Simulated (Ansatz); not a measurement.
# CH6BN: the cost of one run

All numbers below are computed with Ansatz 0.2.0 (RKS PBE/6-31G).

**1. The structure to begin with**

Bond lengths: B1–N2 1.550 Å, N2–H3 1.060 Å, N2–H4 1.060 Å, B1–H5 1.190 Å, B1–C6 1.600 Å, C6–H7 1.110 Å, C6–H8 1.110 Å, C6–H9 1.110 Å. Angles: B1–N2–H3 120.0°, B1–N2–H4 120.0°, H3–N2–H4 120.0°, N2–B1–H5 120.0°, N2–B1–C6 120.0°, H5–B1–C6 120.0°, B1–C6–H7 109.5°, B1–C6–H8 109.5°, B1–C6–H9 109.5°, H7–C6–H8 109.4°, H7–C6–H9 109.4°, H8–C6–H9 109.4°.

As a file:

```xyz
9

B     0.0000    0.0000    0.0000
N     0.0000    0.0000    1.5500
H    -0.8770   -0.2713    2.0800
H     0.8770    0.2713    2.0800
H     1.0305    0.0000   -0.5950
C    -1.3856    0.0000   -0.8000
H    -1.9458   -0.9305   -0.5708
H    -1.9898    0.8797   -0.4946
H    -1.1839    0.0508   -1.8903
```

**2. Relaxing the start**

Input file input.yaml:

```yaml
crystal:
  periodic: [false, false, false]
  atoms:
    - { symbol: B, position_ang: [0.0, 0.0, 0.0] }
    - { symbol: "N", position_ang: [0.0, 0.0, 1.55] }
    - { symbol: H, position_ang: [-0.877, -0.2713, 2.08] }
    - { symbol: H, position_ang: [0.877, 0.2713, 2.08] }
    - { symbol: H, position_ang: [1.0305, 0.0, -0.595] }
    - { symbol: C, position_ang: [-1.3856, 0.0, -0.8] }
    - { symbol: H, position_ang: [-1.9458, -0.9305, -0.5708] }
    - { symbol: H, position_ang: [-1.9898, 0.8797, -0.4946] }
    - { symbol: H, position_ang: [-1.1839, 0.0508, -1.8903] }
basis:
  gaussian: { orbitals: "6-31G" }
hamiltonian:
  xc: pbe
relax:
  f_tol: 0.02
  max_steps: 40
```

Launch:

```sh
ansatz run input.yaml --threads 1 --pin off --max-ram 2048MiB --backend cpu --events-out ev --progress --plain --runs-dir out
```

**Question.** How long does this run take on 1 thread of Arm Neoverse N1, shared host, and how much memory does it need?

About 34 s, with a peak of 0.12 GiB.
